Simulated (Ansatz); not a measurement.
Reaction (SMILES): N#N (N2) + H+ → [NH+]#N
B3LYP-D3(BJ)/def2-TZVP geometries, fixed; electronic energies without zero-point terms; positive where energy is released.

Energies in hartree at CCSD(T) with Ansatz (a program for electronic structure); the proton affinity is their sum with the coefficients shown, times 627.509 kcal/mol a hartree; the bare proton counts zero. All functions are spherical. Cores are frozen. No added dispersion term, no relativity.

| species | coefficient | part | cc-pVDZ | cc-pVTZ | cc-pVQZ |
|---|---|---|---|---|---|
| N#N (N2) | +1 | Hartree-Fock | -108.95491 | -108.98466 | -108.99234 |
| N#N (N2) | +1 | correlation | -0.31939 | -0.38883 | -0.41182 |
| N#[NH+] | -1 | Hartree-Fock | -109.14757 | -109.17830 | -109.18584 |
| N#[NH+] | -1 | correlation | -0.32925 | -0.39427 | -0.41567 |

Problem. Predict the proton affinity in cc-pV5Z (X = 5): let each Hartree-Fock step shrink by the ratio of the last two, and fit each correlation energy at X = 3 and 4 to E + A/X^3. Compare with the run.

Solution. 
- N#N (N2): steps -0.02975 and -0.00768, ratio 0.258, so Hartree-Fock -108.99432 (run: -108.99402); A = (-0.38883 - (-0.41182))/(1/27 - 1/64) = 1.0737, correlation -0.41182 - A/64 + A/125 = -0.42001 (run: -0.41997).
- N#[NH+]: steps -0.03073 and -0.00754, ratio 0.245, so Hartree-Fock -109.18769 (run: -109.18751); A = (-0.39427 - (-0.41567))/(1/27 - 1/64) = 0.9994, correlation -0.41567 - A/64 + A/125 = -0.42329 (run: -0.42294).
Predicted 123.40 kcal/mol; the run in cc-pV5Z gives 123.28, a miss of 0.12. Keeping the value in cc-pVQZ, 123.84, would miss by 0.56. All sums are of the energies as printed.
